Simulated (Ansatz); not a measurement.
The input, for Ansatz 0.2.0:

```yaml
crystal:
  periodic: [false, false, false]
  atoms:
    - {symbol: O, position_ang: [-1.973560, -0.019012, 0.000000]}
    - {symbol: H, position_ang: [-2.222870, 0.907564, 0.000000]}
    - {symbol: H, position_ang: [-0.560560, -0.019012, 0.000000]}
    - {symbol: Si, position_ang: [1.061440, -0.019012, 0.000000]}
    - {symbol: H, position_ang: [1.511412, -1.435264, 0.000000]}
    - {symbol: H, position_ang: [1.511414, 0.689115, -1.226512]}
    - {symbol: H, position_ang: [1.511414, 0.689115, 1.226511]}
basis:
  gaussian: {orbitals: cc-pVDZ}
magnetization: {spin_polarized: false, initial_magnetization: 1}
correlation: {method: bccd_t, electrons: outside_noble_gas}
```

```sh
$ ansatz run in.yaml --threads 1 --pin off --events-out ev --progress --plain --max-ram 4096MiB --backend cpu
```

Log:

```
525 factors; integrals over basis functions are off by at most 1.5e-3 eV
mean field evaluation 1: about -9971.7125 eV, gradient 3.3e1 eV
mean field evaluation 2: about -9971.7405 eV, gradient 3.3e1 eV
mean field evaluation 4: about -9975.2007 eV, gradient 3.5e0 eV
mean field evaluation 8: about -9975.6153 eV, gradient 5.3e-1 eV
mean field evaluation 16: about -9975.6178 eV, gradient 1.6e-6 eV
mean field evaluation 32: about -9974.9023 eV, gradient 3.2e-3 eV
mean field evaluation 64: about -9973.1552 eV, gradient 1.6e1 eV
mean field evaluation 96: about -9974.9023 eV, gradient 1.2e-3 eV
mean field evaluation 128: about -9975.4318 eV, gradient 4.4e0 eV
mean field evaluation 160: about -9967.3858 eV, gradient 7.2e-1 eV
mean field -9975.61784558 eV, -366.5971941086 hartree, gradient 1.7e-6 eV, S^2 0.750000; 6 other end points of the search recorded, 0 dependent functions left out
mean field evaluation 192: about -9975.8510 eV, gradient 2.0e-1 eV
mean field evaluation 224: about -9974.7709 eV, gradient 6.4e0 eV
determinant -9975.61784558 eV, -366.5971941086 hartree, with singles and doubles -9984.85921617 eV, -366.9368082137 hartree
determinant -9974.90228001 eV, -366.5708975589 hartree, with singles and doubles -9983.73877666 eV, -366.8956328211 hartree
6 core orbitals not correlated: weight in the atoms' cores, before any rotation towards them, 1.000 or more for the frozen orbitals, at most 0.000 for the correlated occupied ones
reference -9975.61784558 eV, -366.5971941086 hartree; 8, 7 occupied and 43, 44 virtual orbitals, 525 factors
second order -7.86409214 eV of doubles, -0.12523841 eV of singles
cycle   1  -9.23409392 eV  change    7.3e-3 eV  update   1.4e-2
cycle   2  -9.23707112 eV  change   -3.0e-3 eV  update   5.5e-3
cycle   3  -9.23265815 eV  change    4.4e-3 eV  update   3.6e-3
cycle   4  -9.23050963 eV  change    2.1e-3 eV  update   2.1e-3
cycle   5  -9.23179271 eV  change   -1.3e-3 eV  update   9.0e-4
cycle   6  -9.23185973 eV  change   -6.7e-5 eV  update   4.2e-4
cycle   7  -9.23190178 eV  change   -4.2e-5 eV  update   1.6e-4
cycle   8  -9.23193732 eV  change   -3.6e-5 eV  update   6.5e-5
cycle   9  -9.23192941 eV  change    7.9e-6 eV  update   2.8e-5
cycle  10  -9.23192293 eV  change    6.5e-6 eV  update   1.5e-5
cycle  11  -9.23192260 eV  change    3.3e-7 eV  update   7.3e-6
perturbative correction -0.19290541 eV, -0.0070891430 hartree
Total energy: -9985.04267359 eV, -366.9435501495 hartree
```

For the same geometry and basis UCCSDT(Q) lies 43.9 meV lower.

Ran on 1 thread of AMD EPYC 7R13, shared host: 4.6 s wall, 0.24 GiB peak host memory.
